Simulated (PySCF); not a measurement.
**Reproducing measurements on HCN**

**What was measured.**

From NIST CCCBDB Release 22 (SRD 101), experimental dipoles, for the gas: dipole moment (microwave Stark effect, vibrational ground state) 2.98 D.

How close the calculation comes is told at the end.

HCN.
Atom-mapped SMILES: `[CH:1]#[N:2]` (hydrogens: H3 on C1)

Structure used (PBE0-D3(BJ)/def2-SVP), in Å, numbered top down from 1:
```
atom  x, y, z in Å
C1    -0.028   -0.002   -0.005
N2     1.126    0.020   -0.012
H3    -1.107   -0.023    0.002
```

Runs made with PySCF (gas phase, on this PBE0-D3(BJ)/def2-SVP geometry; no spin–orbit coupling):

| level | job | basis functions | wall time |
| --- | --- | --- | --- |
| PBE0-D3(BJ)/def2-SVP, grid level 1 | geometry optimisation from a GFN2-xTB start | 33 | 1.8 s |

Hardware: Arm Neoverse N1, one thread (shared host).

Results beside the measurements:

**Dipole moment.** Measured: 2.98 D (NIST CCCBDB Release 22 (SRD 101), experimental dipoles).

```
               level  computed (D)  computed − measured (D)  % (from the printed values)
PBE0-D3(BJ)/def2-SVP          2.90                    -0.08                           -3
```

The computed dipoles belong to one fixed geometry; measured ones are averaged over vibrations unless marked μe. Magnitudes are compared, not signs.

The geometry is computed, not the measured one. Where a level misses, the cause wasn't examined.
